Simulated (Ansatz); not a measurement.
Calculated with Ansatz (gas phase, PBE0-D4/def2-TZVP geometries, no zero-point term in ΔE). CBS: MP2 limit from def2 TZ/QZ plus the TZ coupled-cluster correction, frozen cores. This one scheme is used for every species. Functionals use def2-TZVPP. Triplets are unrestricted, without spin–orbit coupling. One conformer a species, not always the lowest.

Reaction (formal loss of a carbene): `COC(=O)O` → `[CH2]` (triplet) + `O=C(O)O`

`COC(=O)O`:

Z-matrix (Å, degrees):
```
C
O 1 1.424
H 1 1.091 2 110.6
H 1 1.087 2 105.6 3 119.5
H 1 1.091 2 110.6 3 -120.9
C 2 1.324 1 114.6 3 60.3
O 6 1.335 2 108.5 1 -180.0
O 6 1.201 2 126.4 1 0.0
H 7 0.964 6 106.1 2 180.0
```

`[CH2]` (triplet):

Z-matrix (Å, degrees):
```
C
H 1 1.079
H 1 1.079 2 134.9
```

`O=C(O)O`:

Z-matrix (Å, degrees):
```
C
O 1 1.331
O 1 1.331 2 108.9
O 1 1.200 2 125.6 3 180.0
H 2 0.965 1 106.3 3 -180.0
H 3 0.965 1 106.3 2 -180.0
```

```json
{"level": "r2SCAN-D4", "ΔE (kcal/mol)": "88.7"}
{"level": "CCSD/def2-TZVPP", "ΔE (kcal/mol)": "88.9"}
```

Question: What does CCSD(T)/CBS give? (Estimate.)

Answer: The calculation gave: +93.8 kcal/mol. The listed levels differ from it by -5.1, -4.9 kcal/mol.

Largest T1 diagnostic among the species: 0.014.

From r2SCAN to r2SCAN0 (25 % exact exchange), in def2-TZVPP and without D4, ΔE moves by −1.4 kcal/mol. The D4 term adds +2.0 kcal/mol with B3LYP and +1.1 kcal/mol with PBE0; it sums over pairs of atoms, weighted by their polarisabilities, and B3LYP, whose exchange is more repulsive, gets the larger term. At CCSD(T), def2-SVP lies −3.3 kcal/mol from the extrapolated value and def2-TZVPP −2.3 kcal/mol.

B3LYP here is the variant with VWN-RPA as its local correlation; programs differ in this.
